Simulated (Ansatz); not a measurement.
Basis-set extrapolation for C3H9OP, SMILES `CP(C)(C)=O` (PBE0-D4/def2-TZVP geometry, frozen core, Ansatz 0.2.0). Multiplicity 1, RHF reference.

|  | def2-TZVPP | def2-QZVPP |
| --- | --- | --- |
| HF | -534.595076 | -534.615676 |
| MP2 correlation | -0.930211 | -0.996647 |
| CCSD(T) correlation | -1.015640 | not run |

Energies in hartree. Use E(X) = E(∞) + A·exp(−7.88·√X) for Hartree–Fock and E(X) = E(∞) + B·X^(−2.97) for correlation, with X = 3 and 4, and add CCSD(T) minus MP2 of the smaller set to the MP2 limit.

Q: What is the CCSD(T) energy at the basis-set limit?

A: HF limit: -534.615676 + (-0.020600) × 0.13774 = -534.61851. MP2 limit: -0.996647 + (-0.066436) × 0.74074 = -1.04586. Higher-order term: -1.015640 − (-0.930211) = -0.08543. Total: -535.74980 hartree, 365.2 kJ/mol below CCSD(T)/def2-TZVPP.
